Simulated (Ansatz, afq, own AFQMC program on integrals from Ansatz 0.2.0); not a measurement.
**BH3, triplet: AFQMC among the cluster methods**

```yaml
atoms:
  - { symbol: B, position_ang: [-0.1089, -0.0076, 0.0738] }
  - { symbol: H, position_ang: [0.3174, 0.5315, -1.0071] }
  - { symbol: H, position_ang: [0.6155, -0.0076, 1.0134] }
  - { symbol: H, position_ang: [0.2349, -0.4424, -0.7979] }
```

Basis 6-31G. Only valence electrons are correlated. Ansatz 0.2.0 and our own AFQMC program on the same integrals; the CISD trial comes from CCSD amplitudes, and released means the phaseless constraint is let go. Free projection: walkers drawn from exp(T), propagated without any constraint. Its projection time is finite, and what remains of the start isn't in its error. ± is one standard error of the sampling.

Determinant: UHF, the one that the program's search chose, which needn't be the lowest solution. The geometry is a point of a scan.

Full CI on the same integrals is exact in this basis and with this determinant's frozen core.

Cautions: lower spins were not checked.

The T1 diagnostic is 0.0083, the weight of the determinant in the CISD state is 0.961 and the ⟨S²⟩ of the determinant is 2.007. The size of the correlated space is 6 electrons in 14 orbitals.

| level | correlation energy (eV) |
| --- | --- |
| MP2 | -1.3180 |
| CCSD | -1.7632 |
| CCSD(T) | -1.7846 |

(1) Estimate where AFQMC with the constraint released lies against CCSD(T) on the same integrals.

(1) 0.28 ± 0.01 mEh below CCSD(T).

Reference: full CI, correlation energy -1.793 eV. The released energy is read at 2.40 1/Eh (meV from the phaseless value at times in 1/Eh: 0.1 ± 0.5 at 0.24, -0.4 ± 0.3 at 0.51, -0.6 ± 0.3 at 0.99, -1.02 ± 0.22 at 1.62, -0.4 ± 0.4 at 2.40).

```
         level  E − E(reference) (mEh)  share of correlation (%)
       CCSD(T)                    0.29                     99.55
         CCSDT                    0.02                     99.97
      CCSDT(Q)                    0.00                     99.99
        CCSDTQ                    0.00                    100.00
   ph-AFQMC/HF             0.57 ± 0.38                     99.14
 ph-AFQMC/CISD             0.03 ± 0.02                     99.95
released AFQMC             0.02 ± 0.01                     99.97
    free AFQMC             0.00 ± 0.01                    100.00
```

CCSDT and higher add their correlation energy to the determinant of the CCSD(T) run, since their own runs factorise the integrals more tightly (a shift of under 2 meV). Free projections are given only where their last times agree within the noise and don't stop above the reference; a slow remainder of the start can still hide under it. Released energies are given only where the last usable release times agree within the noise; a slower fall can still hide under it.
